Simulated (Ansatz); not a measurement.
Molecule: C3H3 (charge 0, doublet). It need not be the lowest isomer of its formula. 
Structure (B3LYP-D3(BJ)/def2-TZVP (Ansatz, a program for electronic structure) minimum search):
```xyz
6

C     -0.0011     0.0113     0.1144
C     -0.0126     0.1308     1.3291
C      0.0118    -0.1223    -1.2430
H     -0.0226     0.2347     2.3859
H      0.9454    -0.1572    -1.7878
H     -0.9114    -0.1960    -1.8016
```
Charge 0, spin multiplicity 2.

Basis-set convergence of Hartree-Fock and CCSD correlation energies (hartree) with Ansatz. Valence correlation only, unless marked. UHF or UKS for open shells. No spin-orbit coupling. Non-relativistic.

The UHF reference is spin-contaminated (<S^2> 0.21 over the pure value in the largest basis). 

```tsv
basis	functions	E(HF)	E(corr, CCSD)
cc-pVDZ	-	-115.26079	-0.38768
cc-pVTZ	132	…	…
```

Problem. Some entries are withheld; supply them.

Solution. 
- cc-pVTZ, E(HF): -115.29335
- cc-pVTZ, E(corr, CCSD): -0.46229
